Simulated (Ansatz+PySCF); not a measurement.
Values are calculated unless marked as measured or tabulated.
This PySCF input gave a total energy of -237.67382 hartree.

```python
from pyscf import gto, scf

mol = gto.M(atom="""
C 0.530300 0.000000 0.000000
H 1.200500 0.697730 0.697730
H 1.200500 -0.697730 -0.697730
F -0.310160 0.836910 -0.836910
F -0.310160 -0.836910 0.836910
""", basis='def2-svp', charge=0, spin=0)
mf = scf.UHF(mol)
mf.init_guess = '1e'
mf.kernel()
while True:  # follow internal instabilities
    mo, _, stable, _ = mf.stability(return_status=True)
    if stable: break
    mf.kernel(mf.make_rdm1(mo, mf.mo_occ))
print(mf.converged, mf.e_tot, mf.spin_square()[0])
```

Q: Write an input for Ansatz with the same method and basis set.

A:

```yaml
crystal:
  periodic: [false, false, false]
  atoms:
    - { symbol: C, position_ang: [0.5303, 0.0, 0.0] }
    - { symbol: H, position_ang: [1.2005, 0.69773, 0.69773] }
    - { symbol: H, position_ang: [1.2005, -0.69773, -0.69773] }
    - { symbol: F, position_ang: [-0.31016, 0.83691, -0.83691] }
    - { symbol: F, position_ang: [-0.31016, -0.83691, 0.83691] }
basis:
  gaussian: { orbitals: def2-SVP }
magnetization:
  spin_polarized: true
hamiltonian:
  xc: hf
```

Ansatz (development build ahead of 0.2.0) gave -237.67382 hartree, 0.05 meV from the first.
